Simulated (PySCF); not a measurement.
## What each rung costs, and what it gives

Saddle point of BNH3F, closed shell (BNH₃F ([NH2][BH][F]) → BNHF ([NH][B][F]) + H₂; bonds formed: H2–H4; bonds broken: B1–H2, N3–H4), PBE0-D4/def2-TZVP structure:

B1  (0.151, 0.295, 0.312)
H2  (1.355, -0.283, -0.209)
N3  (-0.813, -0.308, -0.364)
H4  (0.589, -0.638, -0.620)
F5  (0.535, 1.163, 1.225)
H6  (-1.816, -0.229, -0.344)
(Å)

Barriers are electronic and count from the start structure reached by relaxing down the imaginary mode.

Program: PySCF 2.14 with density fitting (its default auxiliary sets; JK sets also for MP2 and CCSD(T)). Basis: as named in each row. Cores are frozen in the correlated methods. B3LYP uses VWN-RPA correlation. Extrapolation: Hartree–Fock as exp(−7.88 √X), correlation as X^−2.97.

Times are rough, for one single point on 4 threads of a shared host (Arm Neoverse V2).

The estimate by CCSD(T) at an estimated basis limit (MP2 extrapolated from triple and quadruple zeta, plus CCSD(T) − MP2 in triple zeta) is 3.547 eV.

```json
{"method": "HF", "basis": "STO-3G", "time (s)": "under 1", "barrier (eV)": "6.449", "method less estimate": "2.903"}
{"method": "B3LYP-D4", "basis": "6-31G", "time (s)": "2", "barrier (eV)": "4.008", "method less estimate": "0.461"}
{"method": "MP2", "basis": "def2-QZVPP", "time (s)": "2", "barrier (eV)": "3.495", "method less estimate": "-0.052"}
{"method": "PBE0-D4", "basis": "def2-SVP", "time (s)": "2", "barrier (eV)": "3.451", "method less estimate": "-0.096"}
{"method": "PBE-D4", "basis": "def2-SVP", "time (s)": "2", "barrier (eV)": "3.161", "method less estimate": "-0.385"}
{"method": "SPW92", "basis": "def2-TZVPP", "time (s)": "3", "barrier (eV)": "3.060", "method less estimate": "-0.487"}
{"method": "CCSD(T)", "basis": "def2-SVP", "time (s)": "4", "barrier (eV)": "3.654", "method less estimate": "0.107"}
{"method": "PBE0-D4", "basis": "def2-TZVPP", "time (s)": "4", "barrier (eV)": "3.446", "method less estimate": "-0.101"}
{"method": "B3LYP-D4", "basis": "def2-TZVPP", "time (s)": "4", "barrier (eV)": "3.500", "method less estimate": "-0.047"}
{"method": "BHLYP-D4", "basis": "def2-TZVPP", "time (s)": "4", "barrier (eV)": "3.800", "method less estimate": "0.253"}
{"method": "PBE-D4", "basis": "def2-TZVPP", "time (s)": "4", "barrier (eV)": "3.182", "method less estimate": "-0.365"}
{"method": "r2SCAN-D4", "basis": "def2-TZVPP", "time (s)": "10", "barrier (eV)": "3.377", "method less estimate": "-0.169"}
{"method": "CCSD(T)", "basis": "def2-TZVPP", "time (s)": "60", "barrier (eV)": "3.588", "method less estimate": "0.041"}
{"method": "wB97M-V", "basis": "def2-TZVPP", "time (s)": "61", "barrier (eV)": "3.540", "method less estimate": "-0.006"}
```

All methods are single points on the PBE0-D4 structures.

No T1 diagnostic of these runs exceeds 0.017.

Labels in which every atom is bracketed show which atoms are joined, not bond orders.
